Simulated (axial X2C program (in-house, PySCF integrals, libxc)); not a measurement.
## Correcting the dissociation energy of LiS⁺ for spin–orbit coupling

A spin-free CCSD(T) curve (one-electron X2C) was computed with an in-house all-electron X2C program for linear molecules (integrals from PySCF), basis S dyall-av3z [9s8p3d2f], Li dyall-cv3z [7s8p2d] (cores contracted in-house), for the state M_S = 1, Λ = 0 (beyond evenly filled blocks: π+α, π-α). It gives D0 = 0.745 eV to S + Li+, which in a spin-free picture are the weighted means of the ground terms.

Correlated methods: 6 electrons correlated (number of frozen shells: S 2 s, 1 p; Li 1 s), 172 virtual spin orbitals or spinors in MP2, 66 natural virtuals in coupled cluster.

Measured levels of the ground terms (NIST Handbook of Basic Atomic Spectroscopic Data), in cm⁻¹: S 3P: J = 2 at 0, J = 1 at 396.1, J = 0 at 573.6; Li+ 1S: J = 0 at 0.

The molecular state has Λ = 0, so it has no first-order lowering.

How far does each ground level lie under the (2J+1)-weighted mean of its term?

S: (5 × 0 + 3 × 396.1 + 1 × 573.6)/9 = 196 cm⁻¹; Li+: a single level, 0.

Correct D0.

D0 = 0.745 + (0 − 196)/8065.5 = 0.721 eV at CCSD(T) with these spin–orbit terms. The direct two-component run gives 0.723 eV; the difference holds second-order terms in the molecule, scalar two-electron terms, the gap between measured and computed atomic splittings (a 2c atom can miss part of its lowering) and, in coupled cluster, the truncation of each run.

Second-order spin–orbit effects in the molecule, which grow quickly with Z, are left out. The state is one determinant whose occupation by symmetry is held fixed; it was picked as the lowest of a PBE0 search that is not exhaustive. Dissociation energies refer to the lowest single-determinant-based atoms at the same level and basis. Coupled cluster ran in a truncated set of natural virtual spinors; the MP2 energy of the rest was added. (T) has no such correction and the atoms are truncated less, which lowers De at CCSD(T) by a hundredth of an eV or more.
